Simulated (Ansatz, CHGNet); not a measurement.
Voigt–Reuss–Hill shear modulus (GPa) of 27 elemental solids other than molecular ones, computed with the machine-learned potential CHGNet 0.3.0 (trained on PBE and PBE+U data) and with PBE (PAW; Ansatz, a program for electronic structure). The set holds measured phases with no doubt noted on the run or the magnetic state but for the caveats below. 5 more of the class have both values but aren't in it, for one of these reasons: built or high-temperature cells, doubts on the run or the magnetic state, unlike cells, values of zero, layered or molecular crystals. Solids without a value at one level (not run, failed, or a magnetic order lost), or held back for tests, aren't counted.

All rows, in order of the shift (worked out from unrounded values):

| solid | CHGNet 0.3.0 | PBE | shift (%) |
|---|---|---|---|
| bcc K | 2.76 | 1.18 | -57 |
| bcc Rb | 1.79 | 0.88 | -51 |
| bcc Li | 5.93 | 5.05 | -14.9 |
| fcc Sr | 6.01 | 5.71 | -5.0 |
| fcc Ni | 75.0 | 98.6 | +32 |
| fcc Pd | 30.6 | 41.6 | +36 |
| hcp Tl | 3.40 | 4.74 | +40 |
| diamond-structure Si | 38.7 | 62.3 | +61 |
| fcc Cu | 31.1 | 52.4 | +69 |
| fcc Pt | 30.8 | 53.6 | +74 |
| fcc Ag | 14.6 | 27.9 | +91 |
| fcc Ca | 4.43 | 8.54 | +93 |
| bcc Ba | 2.91 | 5.76 | +98 |
| diamond | 262 | 518 | +98 |
| hcp Mg | 9.60 | 20.1 | +110 |
| hcp Lu | 13.7 | 31.9 | +133 |
| fcc Rh | 57.7 | 154 | +166 |
| hcp Zn | 14.9 | 41.8 | +180 |
| fcc Ir | 76.8 | 221 | +188 |
| fcc Au | 7.39 | 21.5 | +191 |
| hcp Y | 7.99 | 26.5 | +231 |
| hcp Zr | 9.48 | 34.4 | +263 |
| fcc Al | 6.65 | 24.3 | +266 |
| fcc Pb | 2.47 | 10.9 | +340 |
| hcp Os | 51.2 | 263 | +413 |
| hcp Hf | 9.10 | 56.2 | +517 |
| α-phase Ga | 4.53 | 30.1 | +564 |

The shift from CHGNet 0.3.0 to PBE has a median of +98 %, and eight in ten lie between -9.0 % and +369 %; PBE is the larger in 23 of 27. Each level is at its own cell, so the shift holds the change of volume too.

Ansatz's runs of these crystals have no spin polarisation, but for fcc Ni.

Density-functional runs with spin start from parallel moments for fcc Ni.

Spin–orbit coupling is left out, also for the solids with elements from indium on (fcc Pt, hcp Os, bcc Ba, hcp Tl, fcc Ir, hcp Hf, fcc Pb, hcp Lu, fcc Au); its size isn't shown.

Each level is taken at its own relaxed cell. Ansatz's density-functional and Hartree–Fock values are scalar-relativistic unless marked +SOC, with PAW data made under PBE.
